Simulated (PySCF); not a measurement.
**Dipole moment and polarisability of `CP(C)(C)=N`**

Species: C3H10NP.
SMILES with atom numbers: `[CH3:1][P:2]([CH3:3])([CH3:4])=[NH:5]` (hydrogens: H6, H7, H8 on C1; H9, H10, H11 on C3; H12, H13, H14 on C4; H15 on N5)

Geometry (GFN2-xTB, Å), atoms numbered from 1 in this order:
```xyz
15
C3H10NP angstrom
C      0.0231    1.3435   -1.0770
P     -0.2118    0.2342    0.3416
C     -1.0790   -1.2365   -0.3787
C      1.4812   -0.4478    0.6617
N     -0.9188    1.0752    1.4433
H      0.5120    0.8367   -1.9055
H      0.6218    2.1881   -0.7440
H     -0.9556    1.7076   -1.3806
H     -1.1943   -1.9935    0.3962
H     -0.5399   -1.6601   -1.2215
H     -2.0685   -0.9109   -0.6967
H      1.9162   -0.9024   -0.2241
H      2.1078    0.3757    1.0017
H      1.4196   -1.1895    1.4573
H     -1.1182    0.5877    2.3046
```

Level: PBE0/def2-SVPD (PySCF), static field, nuclei fixed, core orbitals frozen in the response. The polarisability tensor in these axes (au):

```
x   71.44 -1.10 -0.10
y   -1.10 72.28  1.78
z   -0.10  1.78 69.94
```

Question: Diagonalise the tensor; give its mean and Δα, where Δα² is half the sum of the squared differences of the eigenvalues.

Answer: Principal values 68.89, 71.06 and 73.71 au; mean 71.22 au = 10.55 Å³ = 11.74 × 10⁻⁴⁰ C²·m²/J; Δα = 4.18 au (6 % of the mean).

Question: What is the dipole moment, and where does it point?

Answer: (1.56, -2.55, -1.91) D, 3.55 D in size, pointing from the negative to the positive side. Measured along this direction, the outermost atoms are H15 at the negative end and H12 and H10 at the positive end.

Question: Find the Langevin capture rate constant for H3O+ (19.018 u) meeting this molecule (91.055 u), k = 2.342 × 10⁻⁹ cm³/s × √(α in Å³ / reduced mass in u).

Answer: The reduced mass is 15.73 u, so k = 1.92 × 10⁻⁹ cm³/s. The formula leaves out the permanent dipole, which adds to the capture rate.

Question: Sum over states: ᾱ = Σ f/ω², ω in Eh. What share falls to these 8 lowest TDDFT singlets (eV, f)? 5.50, 0.0397; 6.43, 0.0054; 6.48, 0.0403; 6.78, 0.0215; 6.86, 0.0021; 6.96, 0.0005; 7.32, 0.0197; 7.47, 0.0053.

Answer: They add up to 2.51 au, 3.5 % of the 71.22 au; the largest single term is 0.97 au, from the state at 5.50 eV. Terms in order: 0.97, 0.10, 0.71, 0.35, 0.03, 0.01, 0.27, 0.07 au. Higher excitations give the rest. The strengths listed sum to 0.135.

Question: What are the principal values of the traceless quadrupole moment, Θ = ½Σq(3rr − r²1), about the centre of nuclear charge?

Answer: -8.59, 2.15, 6.43 D·Å. The values depend on the origin, since the dipole doesn't vanish. The electronic extent ⟨r²⟩ about the same centre is 570 bohr², a root-mean-square distance of 1.79 Å for the 50 electrons.

Question: Molar refractivity from α?

Answer: Lorentz–Lorenz: R = (4π/3)N_A α = 2.5225 cm³/(mol·Å³) × 10.55 Å³ = 26.6 cm³/mol, in the limit of long wavelengths.

Isolated species at its GFN2-xTB geometry, gas phase.
